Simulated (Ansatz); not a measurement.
Reaction: C3H4 (propa-1,2-diene, SMILES C=C=C) → C3H3 (SMILES [CH]=C=C, doublet) + H (doublet) (the C-H bond breaks)
Each species at its own B3LYP-D3(BJ)/def2-TZVP minimum (Ansatz, a first-principles code).

Wanted: bond dissociation energy (electronic), in kJ/mol. Open shells are spin-unrestricted; no spin-orbit coupling. CBS(X,Y): correlation extrapolated as X^-3, Hartree-Fock from the larger set (Q,5: extrapolated as (X+1)exp(-9√X)). A bracket is a step between two methods taken in the basis named. Functionals run without relativity, which enters their misses. Double hybrids freeze cores in their MP2 part. '+ core + X2C': CCSD(T) terms for core correlation (cc-pwCVTZ) and scalar relativity (cc-pVTZ-DK). Where a partner has so few electrons that a lower coupled-cluster level is exact, that level stands in. The UHF reference of C3H3 ([CH]=C=C, doublet) is spin-contaminated (<S^2> up to 0.21 over the pure value in the sets run).

CCSD(T)/CBS(cc-pVQZ,cc-pV5Z) + [CCSDT(Q) - CCSD(T)]/cc-pVDZ + core + X2C (Ansatz) gives 409.4 kJ/mol.

### Question
What does PBE/def2-TZVPD (Ansatz) give here, and how do the other levels compare?

### Answer
PBE gives 400.0 kJ/mol, 9.4 kJ/mol below it. Differences of the others: B3LYP/def2-TZVPD (Ansatz) -5.8; PBE0/def2-TZVPD (Ansatz) -10.4; wB97M-V/def2-TZVPD (Ansatz) 2.9; B2PLYP/def2-TZVPD (Ansatz) -9.2; CCSD(T)/CBS(cc-pVQZ,cc-pV5Z) + core + X2C (Ansatz) 1.7 kJ/mol.
